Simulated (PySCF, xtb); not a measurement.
Bond stretch in SMILES N#CC (C₂H₃N). The C1–H6 bond (C1 also carries C, H, H; H6 carries nothing else) is varied alone, starting from the PBE0/def2-TZVP optimised geometry.

UKS-BLYP = unrestricted BLYP/def2-TZVP in PySCF; GFN1-xTB (xtb); CASSCF(2,2)/def2-TZVP (PySCF); RKS-B3LYP/LANL2DZ = restricted B3LYP/LANL2DZ (PySCF); UKS-BHandHLYP = PySCF with unrestricted BHandHLYP/def2-TZVP.

Energies are in eV, each relative to the lowest point of its own curve near equilibrium.

```
R / Å  UKS-BLYP  GFN1-xTB  CASSCF(2,2)  RKS-B3LYP/LANL2DZ  UKS-BHandHLYP
-----  --------  --------  -----------  -----------------  -------------
0.87      1.308     1.317        1.370              1.374          1.222
0.93      0.619     0.599        0.656              0.648          0.551
0.97      0.329     0.307        0.352              0.342          0.275
1.02      0.109     0.094        0.120              0.111          0.076
1.07      0.012     0.007        0.014              0.011          0.002
1.09      0.000     0.000        0.000              0.000          0.000
1.12      0.007     0.013        0.003              0.009          0.022
1.16      0.053     0.068        0.047              0.061          0.091
1.20      0.135     0.156        0.126              0.150          0.195
1.27      0.338     0.372        0.328              0.372          0.441
1.35      0.633     0.685        0.623              0.692          0.789
1.47      1.137     1.224        1.126              1.241          1.377
1.64      1.872     2.022        1.852              2.049          2.242
1.81      2.560     2.784        2.508              2.817          3.064
1.98      3.168     3.470        3.054              3.506          3.721
2.19      3.786     4.187        3.564              4.237          4.206
2.38      4.153     4.707        3.883              4.788          4.450
2.65      4.443     5.260        4.157              5.412          4.631
2.94      4.587     5.656        4.302              5.916          4.719
3.29      4.659         —        4.374              6.354          4.765
```

At the longest distance, 3.29 Å, RKS-B3LYP/LANL2DZ lies highest above its minimum (6.354 eV) and CASSCF(2,2) lowest (4.374 eV).

Dashes: no converged value, or the column stops at the first point that the program doubted or that broke a chosen test of continuity, which isn't proof of a fault.

The unrestricted determinant behind UKS-BLYP is spin-contaminated at 2.19 to 3.29 Å (<S²> up to 1.0, against 0.00 for a pure singlet). The restricted form behind RKS-B3LYP/LANL2DZ keeps the bonding electrons paired and can't separate into open-shell fragments. The unrestricted determinant behind UKS-BHandHLYP is spin-contaminated at 1.98 to 3.29 Å (<S²> up to 1.0, against 0.00 for a pure singlet).
